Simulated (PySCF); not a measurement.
**BNH6 (SMILES [BH3-][NH3+]) at 6 levels**

Aim: a comparison of 6 runs (HF/pcseg-1, B3LYP/6-31G*, B3LYP/cc-pVDZ, PBE0/def2-SVP, r2SCAN/6-31G**, BLYP/def2-SVPD) of BNH6. The job is set up through a Python script.

Program for the calculation: PySCF 2.14.0.

### Step 1. The system as given

The species is BNH6 (8 atoms), meant as a singlet with charge 0. SMILES: `[BH3-][NH3+]`. The shape is that of a PBE0-D4/def2-TZVP optimisation.

Bond lengths: B1–N2 1.639 Å, B1–H3 1.212 Å, B1–H4 1.212 Å, B1–H5 1.212 Å, N2–H6 1.015 Å, N2–H7 1.015 Å, N2–H8 1.015 Å. Some angles: B1–N2–H6 110.9°, B1–N2–H7 110.9°, B1–N2–H8 110.9°, N2–B1–H3 105.3°, N2–B1–H4 105.3°, N2–B1–H5 105.3°, H6–N2–H7 108.0°, H6–N2–H8 108.0°, H7–N2–H8 108.0°, H3–B1–H4 113.3°.

### Step 2. Energy and gradient at HF/pcseg-1 (run 1)

calc.py reads:

```python
from pyscf import gto, scf

mol = gto.M(
    atom='''
B     -0.191300     0.250800    -0.775400
N      0.206500    -0.255100     0.731700
H     -0.078200    -0.728400    -1.481000
H     -1.332600     0.649700    -0.687200
H      0.604400     1.126600    -1.038400
H      0.140800     0.507000     1.398700
H      1.156600    -0.611300     0.755300
H     -0.414000    -0.996500     1.040500
''',
    verbose=4,
    charge=0,
    max_memory=1860,
    basis='pcseg-1',
)

mf = scf.RHF(mol)
mf.conv_tol = 1e-10
mf.kernel()
if not mf.converged:
    mf = mf.newton().run(mf.mo_coeff, mf.mo_occ)

e_final = mf.e_tot
print(f'total energy: {e_final:.8f} hartree')
grad = mf.nuc_grad_method().kernel()
dip = mf.dip_moment()
pop, q = mf.mulliken_pop()
```

Command:

```bash
$ OMP_NUM_THREADS=1 python calc.py
```

The program printed:

```text
PySCF version 2.14.0

[... 60 lines left out ...]
converged SCF energy = -82.5964450609937
total energy: -82.59644506 hartree
[... 11 lines left out ...]
Dipole moment(X, Y, Z, Debye):  1.39364, -1.77196,  5.27891
[... 28 lines left out ...]
pop of  1 N 3dx2-y2       0.00377
pop of  2 H 1s            0.79798
pop of  2 H 2s            0.33804
pop of  2 H 2px           0.00091
pop of  2 H 2py           0.00443
pop of  2 H 2pz           0.00313
pop of  3 H 1s            0.79799
pop of  3 H 2s            0.33804
pop of  3 H 2px           0.00656
pop of  3 H 2py           0.00166
pop of  3 H 2pz           0.00024
pop of  4 H 1s            0.79800
pop of  4 H 2s            0.33801
pop of  4 H 2px           0.00325
pop of  4 H 2py           0.00433
pop of  4 H 2pz           0.00088
pop of  5 H 1s            0.71827
pop of  5 H 2s            0.01916
pop of  5 H 2px           0.00544
pop of  5 H 2py           0.01869
pop of  5 H 2pz           0.01441
pop of  6 H 1s            0.71823
pop of  6 H 2s            0.01918
pop of  6 H 2px           0.02431
pop of  6 H 2py           0.00781
pop of  6 H 2pz           0.00642
pop of  7 H 1s            0.71825
pop of  7 H 2s            0.01917
pop of  7 H 2px           0.01412
pop of  7 H 2py           0.01668
pop of  7 H 2pz           0.00773
 ** Mulliken atomic charges  **
charge of    0B =      0.12765
charge of    1N =     -0.36630
charge of    2H =     -0.14449
charge of    3H =     -0.14450
charge of    4H =     -0.14448
charge of    5H =      0.22403
charge of    6H =      0.22405
charge of    7H =      0.22404
```

It took 4.5 s on 1 thread of Intel Xeon at 2.50GHz (Skylake/Cascade Lake), shared host; peak memory 0.13 GiB.

### Step 3. Energy and gradient at B3LYP/6-31G(d) (spherical functions) (run 2)

mol.xyz reads:

```xyz
8
BH6N
B     -0.191300     0.250800    -0.775400
N      0.206500    -0.255100     0.731700
H     -0.078200    -0.728400    -1.481000
H     -1.332600     0.649700    -0.687200
H      0.604400     1.126600    -1.038400
H      0.140800     0.507000     1.398700
H      1.156600    -0.611300     0.755300
H     -0.414000    -0.996500     1.040500
```

run.py reads:

```python
# [BH3-][NH3+]
import pyscf.grad
from pyscf import gto, dft

mol = gto.Mole()
mol.atom = 'mol.xyz'
mol.verbose = 3
mol.basis = '6-31g*'
mol.max_memory = 1860
mol.spin = 0
mol.build()

myscf = dft.RKS(mol, xc='b3lyp')
myscf.grids.level = 5
myscf.conv_tol = 1e-10
myscf.kernel()
if not myscf.converged:
    myscf = myscf.newton().run(myscf.mo_coeff, myscf.mo_occ)

e_tot = myscf.e_tot
print(f'total energy: {e_tot:.8f} hartree')
grad = myscf.Gradients().kernel()
myscf.analyze()
```

Command:

```bash
$ OMP_NUM_THREADS=1 python run.py
```

The program printed:

```text
converged SCF energy = -83.2113037219841
total energy: -83.21130372 hartree
--------------- RKS gradients ---------------
         x                y                z
0 B     0.0019442171    -0.0024315500     0.0073002598
1 N     0.0000113766    -0.0000375155     0.0002160379
2 H    -0.0001303943     0.0002433245    -0.0003854757
3 H    -0.0000074437     0.0001073704    -0.0004585182
4 H    -0.0002124335     0.0000511631    -0.0004155480
5 H     0.0001584420    -0.0032601102    -0.0036060240
6 H    -0.0044172881     0.0017893644    -0.0006762961
7 H     0.0026530554     0.0035376134    -0.0019745441
----------------------------------------------
**** MO energy ****
MO #1   energy= -14.4048071169707  occ= 2
MO #2   energy= -6.66409277208223  occ= 2
MO #3   energy= -0.953396946945323 occ= 2
MO #4   energy= -0.554349883307367 occ= 2
MO #5   energy= -0.554319212215772 occ= 2
MO #6   energy= -0.508122743603681 occ= 2
MO #7   energy= -0.348092538421379 occ= 2
MO #8   energy= -0.265515746948689 occ= 2
MO #9   energy= -0.265501587977258 occ= 2
MO #10  energy= 0.0295051475542802 occ= 0
MO #11  energy= 0.104623404988343  occ= 0
MO #12  energy= 0.104641212606371  occ= 0
MO #13  energy= 0.193995082162266  occ= 0
MO #14  energy= 0.22189252536819   occ= 0
MO #15  energy= 0.221907742441342  occ= 0
MO #16  energy= 0.253988455909349  occ= 0
MO #17  energy= 0.462655323208985  occ= 0
MO #18  energy= 0.462667651492707  occ= 0
MO #19  energy= 0.485349960154696  occ= 0
MO #20  energy= 0.664598537183513  occ= 0
MO #21  energy= 0.664626481418496  occ= 0
MO #22  energy= 0.674372745973521  occ= 0
MO #23  energy= 0.812568742482735  occ= 0
MO #24  energy= 0.840610340010227  occ= 0
MO #25  energy= 0.840641155974863  occ= 0
MO #26  energy= 0.919020409422876  occ= 0
MO #27  energy= 0.96996181801675   occ= 0
MO #28  energy= 0.96999700878372   occ= 0
MO #29  energy= 1.01791925809545   occ= 0
MO #30  energy= 1.30581907442019   occ= 0
MO #31  energy= 1.30583091258495   occ= 0
MO #32  energy= 1.50820393061089   occ= 0
MO #33  energy= 1.70993726220313   occ= 0
MO #34  energy= 1.76801078844242   occ= 0
MO #35  energy= 1.76804716487906   occ= 0
MO #36  energy= 1.91902881218816   occ= 0
MO #37  energy= 1.91903863864224   occ= 0
MO #38  energy= 2.32981478052642   occ= 0
MO #39  energy= 2.32986166990833   occ= 0
MO #40  energy= 2.40731710646787   occ= 0
 ** Mulliken atomic charges  **
charge of    0B =     -0.38584
charge of    1N =     -0.24669
charge of    2H =     -0.03642
charge of    3H =     -0.03642
charge of    4H =     -0.03641
charge of    5H =      0.24727
charge of    6H =      0.24725
charge of    7H =      0.24727
Dipole moment(X, Y, Z, Debye):  1.37339, -1.74627,  5.20236
```

Run time: 17 s. Hardware: 1 thread of Intel Xeon at 2.50GHz (Skylake/Cascade Lake), shared host; peak memory 0.44 GiB.

### Step 4. Energy and forces at B3LYP/cc-pVDZ (run 3)

calc.py reads:

```python
# [BH3-][NH3+]
import pyscf.grad
from pyscf import gto, dft

mol = gto.M(
    atom='''
B       -0.191300       0.250800      -0.775400
N        0.206500      -0.255100       0.731700
H       -0.078200      -0.728400      -1.481000
H       -1.332600       0.649700      -0.687200
H        0.604400       1.126600      -1.038400
H        0.140800       0.507000       1.398700
H        1.156600      -0.611300       0.755300
H       -0.414000      -0.996500       1.040500
''',
    max_memory=1860,
    verbose=3,
    charge=0,
    basis='cc-pvdz',
)

calc0 = dft.RKS(mol)
calc0.xc = 'b3lyp'
calc0.conv_tol = 1e-10
calc0.grids.level = 5
calc0.kernel()
if not calc0.converged:
    calc0 = calc0.newton().run(calc0.mo_coeff, calc0.mo_occ)

energy = calc0.e_tot
print('E(%s) = %.9f' % ('B3LYP', energy))
grad = calc0.Gradients().kernel()
dip = calc0.dip_moment()
pop, q = calc0.mulliken_pop()
```

Command:

```bash
$ OMP_NUM_THREADS=1 python calc.py
```

The program printed:

```text
converged SCF energy = -83.2184809036941
E(B3LYP) = -83.218480904
--------------- RKS gradients ---------------
         x                y                z
0 B     0.0003005257    -0.0003413251     0.0010744224
1 N     0.0014773400    -0.0019003074     0.0057660569
2 H    -0.0004577881     0.0036730866     0.0024639111
3 H     0.0041896388    -0.0014335832    -0.0004721823
4 H    -0.0030026345    -0.0032105130     0.0008376596
5 H     0.0000746480    -0.0041147437    -0.0052160968
6 H    -0.0059365128     0.0025165878    -0.0013764256
7 H     0.0033542601     0.0048105139    -0.0030774666
----------------------------------------------
Dipole moment(X, Y, Z, Debye):  1.35273, -1.72002,  5.12415
 ** Mulliken pop  **
pop of  0 B 1s            2.01589
pop of  0 B 2s            0.53945
pop of  0 B 3s            0.27689
pop of  0 B 2px           0.62462
pop of  0 B 2py           0.61522
pop of  0 B 2pz           0.42131
pop of  0 B 3px           0.24840
pop of  0 B 3py           0.24210
pop of  0 B 3pz           0.11175
pop of  0 B 3dxy          0.01112
pop of  0 B 3dyz          0.01850
pop of  0 B 3dz^2         0.03026
pop of  0 B 3dxz          0.01292
pop of  0 B 3dx2-y2       0.00983
pop of  1 N 1s            2.00976
pop of  1 N 2s            0.76972
pop of  1 N 3s            0.50208
pop of  1 N 2px           0.79485
pop of  1 N 2py           0.79890
pop of  1 N 2pz           0.88211
pop of  1 N 3px           0.32377
pop of  1 N 3py           0.32912
pop of  1 N 3pz           0.44024
pop of  1 N 3dxy          0.00503
pop of  1 N 3dyz          0.00759
pop of  1 N 3dz^2         0.00301
pop of  1 N 3dxz          0.00244
pop of  1 N 3dx2-y2       0.00333
pop of  2 H 1s            0.74893
pop of  2 H 2s            0.34164
pop of  2 H 2px           0.00248
pop of  2 H 2py           0.00613
pop of  2 H 2pz           0.00397
pop of  3 H 1s            0.74893
pop of  3 H 2s            0.34165
pop of  3 H 2px           0.00851
pop of  3 H 2py           0.00325
pop of  3 H 2pz           0.00082
pop of  4 H 1s            0.74895
pop of  4 H 2s            0.34162
pop of  4 H 2px           0.00494
pop of  4 H 2py           0.00610
pop of  4 H 2pz           0.00154
pop of  5 H 1s            0.71926
pop of  5 H 2s            0.10283
pop of  5 H 2px           0.01172
pop of  5 H 2py           0.02578
pop of  5 H 2pz           0.02052
pop of  6 H 1s            0.71924
pop of  6 H 2s            0.10286
pop of  6 H 2px           0.03083
pop of  6 H 2py           0.01399
pop of  6 H 2pz           0.01319
pop of  7 H 1s            0.71925
pop of  7 H 2s            0.10284
pop of  7 H 2px           0.02090
pop of  7 H 2py           0.02297
pop of  7 H 2pz           0.01414
 ** Mulliken atomic charges  **
charge of    0B =     -0.17825
charge of    1N =      0.12805
charge of    2H =     -0.10316
charge of    3H =     -0.10316
charge of    4H =     -0.10316
charge of    5H =      0.11989
charge of    6H =      0.11990
charge of    7H =      0.11989
```

Run time: 21 s. Hardware: 1 thread of Intel Xeon at 2.50GHz (Skylake/Cascade Lake), shared host; peak memory 0.59 GiB.

Runs 4 to 5 aren't shown in full; the table further down has their settings and results.

### Step 5. Energy and gradient at BLYP/def2-SVPD (run 6)

input.py reads:

```python
import pyscf.grad
from pyscf import gto, dft

mol = gto.Mole()
mol.atom = '''
B       -0.191300       0.250800      -0.775400
N        0.206500      -0.255100       0.731700
H       -0.078200      -0.728400      -1.481000
H       -1.332600       0.649700      -0.687200
H        0.604400       1.126600      -1.038400
H        0.140800       0.507000       1.398700
H        1.156600      -0.611300       0.755300
H       -0.414000      -0.996500       1.040500
'''
mol.charge = 0
mol.verbose = 4
mol.basis = 'def2-svpd'
mol.max_memory = 1860
mol.build()

calc0 = dft.RKS(mol)
calc0.xc = 'blyp'
calc0.grids.level = 5
calc0.conv_tol = 1e-10
calc0.kernel()
if not calc0.converged:
    calc0 = calc0.newton().run(calc0.mo_coeff, calc0.mo_occ)

etot = calc0.e_tot
print('Final energy', etot)
grad = calc0.Gradients().kernel()
dip = calc0.dip_moment()
pop, q = calc0.mulliken_pop()
```

Command:

```bash
$ OMP_NUM_THREADS=1 python input.py
```

The program printed:

```text
PySCF version 2.14.0

[... 76 lines left out ...]
converged SCF energy = -83.1017550217711
Final energy -83.10175502177114
[... 12 lines left out ...]
Dipole moment(X, Y, Z, Debye):  1.29281, -1.64381,  4.89712
[... 58 lines left out ...]
pop of  4 H 2s           -0.25708
pop of  4 H 2px           0.00414
pop of  4 H 2py           0.00492
pop of  4 H 2pz           0.00143
pop of  4 H 3px           0.00325
pop of  4 H 3py          -0.00670
pop of  4 H 3pz          -0.00536
pop of  5 H 1s            0.75314
pop of  5 H 2s           -0.01404
pop of  5 H 2px           0.00870
pop of  5 H 2py           0.01842
pop of  5 H 2pz           0.01620
pop of  5 H 3px          -0.01038
pop of  5 H 3py          -0.02921
pop of  5 H 3pz           0.01168
pop of  6 H 1s            0.75311
pop of  6 H 2s           -0.01408
pop of  6 H 2px           0.02211
pop of  6 H 2py           0.01039
pop of  6 H 2pz           0.01083
pop of  6 H 3px          -0.01534
pop of  6 H 3py          -0.00706
pop of  6 H 3pz          -0.00551
pop of  7 H 1s            0.75313
pop of  7 H 2s           -0.01405
pop of  7 H 2px           0.01502
pop of  7 H 2py           0.01669
pop of  7 H 2pz           0.01161
pop of  7 H 3px          -0.02250
pop of  7 H 3py          -0.00927
pop of  7 H 3pz           0.00385
 ** Mulliken atomic charges  **
charge of    0B =     -1.74128
charge of    1N =     -0.42751
charge of    2H =      0.47738
charge of    3H =      0.47740
charge of    4H =      0.47744
charge of    5H =      0.24549
charge of    6H =      0.24556
charge of    7H =      0.24552
```

Run time: 34 s. Hardware: 1 thread of Intel Xeon at 2.50GHz (Skylake/Cascade Lake), shared host; peak memory 0.87 GiB.

### Step 6. All runs side by side

```csv
run,level,integration grid,energy (Eh),dipole moment (D),HOMO energy (eV),LUMO energy (eV),wall time
1,HF/pcseg-1,–,-82.596445,5.74,-11.21,3.14,4.5 s
2,B3LYP/6-31G* (spherical functions),5,-83.211304,5.66,-7.22,0.80,17 s
3,B3LYP/cc-pVDZ,5,-83.218481,5.57,-7.39,0.22,21 s
4,PBE0/def2-SVP,5,-83.040732,5.68,-7.62,0.61,22 s
5,r2SCAN/6-31G** (spherical functions),5,-83.155034,5.66,-6.39,0.94,30 s
6,BLYP/def2-SVPD,5,-83.101755,5.32,-6.36,-1.06,34 s
```

### Step 7. Outcome

| quantity | value |
| --- | --- |
| run 6: total energy | -83.10176 Eh |
| run 6: dipole moment | 5.32 D |
| run 6: HOMO energy | -6.36 eV |
| run 6: LUMO energy | -1.06 eV |
| run 6: HOMO–LUMO gap | 5.29 eV |
| run 6: largest force on an atom | 0.559 eV/Å |

**Reading.** The dipole moment (its size) runs from 5.32 D (BLYP/def2-SVPD) to 5.74 D (HF/pcseg-1). The two ends differ in method and basis. The HOMO–LUMO gap runs from 5.29 eV (BLYP/def2-SVPD) to 14.35 eV (HF/pcseg-1). Totals of different functionals can't be ranked against each other. All runs together took 2.1 min, the longest 34 s.
